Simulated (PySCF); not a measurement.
System (SMILES): [C-]#[NH+] (C-NH).
Geometry (B3LYP-D3(BJ)/def2-TZVP, fixed):
```xyz
3

C      0.0000     0.0000    -0.7364
N      0.0000     0.0000     0.4276
H      0.0000     0.0000     1.4250
```

Basis-set convergence of the isotropic shielding of H3 at PBE0 with PySCF. GIAO, no density fitting; atoms are numbered in the order shown. All functions are spherical. Core-valence sets carry the plain set on hydrogen. No added dispersion term, no relativity. Reference: the value in pcSseg-3, 27.75 ppm, itself unsure by roughly 0.05 ppm (its mean distance from cc-pCVQZ, pcseg-3, pcSseg-2). Deviations are taken from unrounded values. Cost is core time over that of cc-pCVTZ, rough, on shared machines of one kind; a dash marks a row that isn't timed (too short, read off another run, short of memory, by another algorithm or on other hardware).

```
basis     functions  cost
--------  ---------  ----
STO-3G           11     -
3-21G            20     -
6-31G            20     -
pcSseg-0         20     -
6-31G*           30     -
6-31G**          33     -
pcSseg-1         39     -
6-311G**         42     -
pcSseg-2         86  0.7×
cc-pCVTZ        100    1×
pcSseg-3        177    7×
cc-pCVQZ        198   10×
```

Problem. Which is the smallest set listed that can be trusted to 0.2 ppm here, that is, within that of the reference together with its larger relatives (same family, alike in diffuse functions; a set with none to test it counts only in the reference's own line)?

Solution. The smallest set listed that lies within 0.2 ppm of the reference with all its larger relatives (same family, alike in diffuse functions; a set with none counts only in the reference's own line) is pcSseg-1 (39 functions, 0.08 ppm off). Inside the window by cancellation, since a larger relative falls out: 6-31G**. Value minus reference: STO-3G -0.52, 3-21G 0.57, 6-31G 0.76, pcSseg-0 1.11, 6-31G* 0.85, 6-31G** 0.09, pcSseg-1 0.08, 6-311G** 0.47, pcSseg-2 0.09, cc-pCVTZ 0.11, pcSseg-3 0.00, cc-pCVQZ 0.06 ppm.
